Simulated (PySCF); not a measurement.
Molecule: C₄H₅, charge -1, multiplicity 1. It need not be the lowest isomer of its formula. Whether it binds its extra electron was not tested at this geometry. 
Structure (B3LYP-D3(BJ)/def2-TZVP (Ansatz) minimum search):
```
C
C 1 1.3581
C 1 1.3750 2 155.70
H 2 1.0851 1 121.19 3 -178.26
H 3 1.0859 1 128.01 2 -54.87
H 2 1.0875 4 117.05 1 -176.62
C 1 1.4923 2 139.97 4 14.33
H 7 1.0967 1 122.08 2 -80.55
H 7 1.1021 8 111.57 3 154.05
```
Charge -1, spin multiplicity 1.

Dispersion corrections to the total energy (kcal/mol) from the dftd3 and dftd4 libraries through PySCF: D3(BJ) without and D4 with the three-body term, each with the damping fitted for the functional named.

| functional | D3(BJ) | D4 |
|---|---|---|
| TPSSh | -3.93 | -5.03 |
| PBE | -3.49 | -4.09 |
| BLYP | -7.33 | -9.29 |
| revPBE | ___ | -14.58 |
| r2SCAN | -0.94 | -1.01 |
| PW6B95 | -1.59 | ___ |
| B2PLYP | ___ | -2.85 |

Q: Fill in the missing entries.

A: 
- revPBE, D3(BJ): -9.13
- PW6B95, D4: -3.60
- B2PLYP, D3(BJ): -2.68
